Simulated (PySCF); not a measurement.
**One shape, several levels: NSF3 (thiazyl trifluoride)**

We compute a comparison of 6 runs (HF/STO-3G, HF/3-21G, B3LYP/6-31G*, B2PLYP/def2-SVPD, wB97M-V/def2-SVPD, SCS-MP2/def2-SVPD) of NSF3 (thiazyl trifluoride). 

The results are computed with PySCF 2.14.0.

1 further run of the same task is left out (set aside as unsound or not needed).

**1. The structure to begin with**

The species is NSF3 (5 atoms), meant as a singlet with charge 0. SMILES: `N#S(F)(F)F`. The S2–F5 distance was set to 3.421 Å, away from the relaxed value. At this shape a bond of the SMILES string is far longer than usual.

Bond lengths: N1–S2 1.409 Å, S2–F3 1.555 Å, S2–F4 1.555 Å. Angles: N1–S2–F3 122.6°, N1–S2–F4 122.6°, F3–S2–F4 93.7°.

**2. A single-point energy at HF/STO-3G (run 1)**

Input file geometry.xyz:

```xyz
5

N     -0.985088    -1.518749     2.476545
S     -0.682798    -1.515159     1.100655
F      0.387912    -2.453899     0.476185
F     -1.744078    -1.832209     0.009425
F      0.482210     1.261610    -0.522150
```

Input file input.py:

```python
from pyscf import gto

mol = gto.M(
    atom='geometry.xyz',
    verbose=3,
    max_memory=1860,
    charge=0,
    basis='sto-3g',
    spin=0,
)

myscf = mol.RHF()
myscf.conv_tol = 1e-10
myscf.kernel()
if not myscf.converged:
    myscf = myscf.newton().run(myscf.mo_coeff, myscf.mo_occ)

etot = myscf.e_tot
print(f'total energy: {etot:.8f} hartree')
```

Launch:

```bash
$ OMP_NUM_THREADS=1 python input.py
```

The program printed:

```text
SCF not converged.
SCF energy = -740.317715478824
converged SCF energy = -740.317715479555
total energy: -740.31771548 hartree
```

Wall time 1.1 s (1 thread of Arm Neoverse V1, shared host); peak memory 0.12 GiB.

**3. The energy at HF/3-21G (run 2)**

Input file run.py:

```python
from pyscf import gto, scf

mol = gto.Mole()
mol.atom = '''
N   -0.985088  -1.518749   2.476545
S   -0.682798  -1.515159   1.100655
F    0.387912  -2.453899   0.476185
F   -1.744078  -1.832209   0.009425
F    0.482210   1.261610  -0.522150
'''
mol.max_memory = 1860
mol.basis = '3-21g'
mol.verbose = 3
mol.charge = 0
mol.spin = 0
mol.build()

mf = scf.RHF(mol)
mf.conv_tol = 1e-10
mf.kernel()
if not mf.converged:
    mf = mf.newton().run(mf.mo_coeff, mf.mo_occ)

energy = mf.e_tot
print('Final energy', energy)
```

Launch:

```bash
$ OMP_NUM_THREADS=1 python run.py
```

The program printed:

```text
converged SCF energy = -745.819641427811
Final energy -745.8196414278108
```

It took 0.85 s on 1 thread of Arm Neoverse V1, shared host; peak memory 0.1 GiB.

Runs 3 to 5 aren't shown in full; the table further down has their settings and results.

**4. The energy at SCS-MP2/def2-SVPD (run 6)**

Input file input.xyz:

```xyz
5
F3NS
N     -0.985088    -1.518749     2.476545
S     -0.682798    -1.515159     1.100655
F      0.387912    -2.453899     0.476185
F     -1.744078    -1.832209     0.009425
F      0.482210     1.261610    -0.522150
```

Input file input.py:

```python
from pyscf import gto, scf, mp

molecule = gto.Mole()
molecule.atom = 'input.xyz'
molecule.basis = 'def2-svpd'
molecule.verbose = 3
molecule.max_memory = 1860
molecule.build()

mf = scf.RHF(molecule)
mf.conv_tol = 1e-10
mf.kernel()
if not mf.converged:
    mf = mf.newton().run(mf.mo_coeff, mf.mo_occ)

pt = mp.MP2(mf, frozen=9).run()
etot = mf.e_tot + 1.2 * pt.e_corr_os + pt.e_corr_ss / 3
print('E(%s) = %.9f' % ('SCS-MP2', etot))
```

Launch:

```bash
$ OMP_NUM_THREADS=1 python input.py
```

The program printed:

```text
converged SCF energy = -749.466119329414
E(RMP2) = -750.456221565027  E_corr = -0.990102235612231
E(SCS-RMP2) = -750.420271116023  E_corr = -0.954151786608814
E(SCS-MP2) = -750.420271116
```

Run time: 5.7 s. Hardware: 1 thread of Arm Neoverse V1, shared host; peak memory 0.38 GiB.

**5. The series**

| run | level | integration grid | frozen core orbitals | energy (Eh) | dipole moment (D) of the reference | HOMO energy (eV) | LUMO energy (eV) | wall time |
| --- | --- | --- | --- | --- | --- | --- | --- | --- |
| 1 | HF/STO-3G | – | – | -740.317715 | 3.33 | -2.98 | 0.93 | 1.1 s |
| 2 | HF/3-21G | – | – | -745.819641 | 5.94 | -8.68 | -4.14 | 0.85 s |
| 3 | B3LYP/6-31G* (spherical functions) | 5 | – | -752.117611 | 4.34 | -8.27 | -6.95 | 90 s |
| 4 | B2PLYP/def2-SVPD | 5 | 9 | -751.413720 | 6.78 | -9.65 | -6.75 | 50 s |
| 5 | wB97M-V/def2-SVPD | 5 | – | -751.647364 | 6.71 | -10.70 | -5.93 | 2.9 min |
| 6 | SCS-MP2/def2-SVPD | – | 9 | -750.420271 | 10.64 | -10.39 | -5.08 | 5.7 s |

**6. Outcome**

| quantity | value |
| --- | --- |
| run 6: total energy | -750.42027 Eh |
| run 6: dipole moment (Hartree–Fock density) | 10.64 D |
| run 6: HOMO energy (Hartree–Fock orbitals) | -10.39 eV |
| run 6: LUMO energy (Hartree–Fock orbitals) | -5.08 eV |
| run 6: HOMO–LUMO gap (Hartree–Fock orbitals) | 5.31 eV |
| run 6: correlation energy (9 core orbitals frozen) | -954.2 mEh |

**Reading.** Over runs 1, 2, 3, 4, 5 the dipole moment (its size) runs from 3.33 D (HF/STO-3G) to 6.78 D (B2PLYP/def2-SVPD). The two ends differ in method and basis. A double hybrid's value is that of its SCF part. Over runs 1, 2, 3, 4, 5 the HOMO–LUMO gap runs from 1.31 eV (B3LYP/6-31G*) to 4.77 eV (wB97M-V/def2-SVPD). Totals of different functionals can't be ranked against each other. In run 1 the basis is minimal, so the values are rough. In runs 1, 2, 3, 4, 5, 6 a closed-shell determinant meets a far-stretched bond, which it describes badly. All runs together took 5.3 min, the longest 2.9 min.
